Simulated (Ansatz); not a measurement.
We consider 1T (CdI2-type) CdI2, described by PBE (Ansatz, a first-principles code, plane waves, PAW).

Settings: plane-wave cutoff 520 eV, 12×12×6 k mesh (along the axes of the cell as run), Fermi–Dirac smearing 0.01 eV, scalar-relativistic PAW data made under PBE.

Cell (relaxed at this level):

Space group P-3m1 (No. 164); a = b = 4.3296 Å, c = 7.7228 Å, α = β = 90.00°, γ = 120.00°

```csv
atom,site,symmetry,x,y,z
Cd,1a,-3m.,0.0000,0.0000,0.0000
I,2d,3m.,0.3333,0.6667,0.2225
```

### Question
What does this level give for the band gap and smallest direct gap on the k points sampled?

### Answer

- band gap: 2.42 eV
- smallest direct gap on the k points sampled: 2.54 eV

Note: for a layered or molecular solid the relaxed cell lies over 5 % above the published volume, where the minimum can be shallow; the cell comes from a level without a dispersion term, which matters for the spacing of layers, chains or molecules.

Spin–orbit coupling is not included; with these elements it can move the gap by several tenths of an eV or more.

Static lattice: no zero-point or thermal effects.

It cost roughly 15 core-minutes of CPU time.
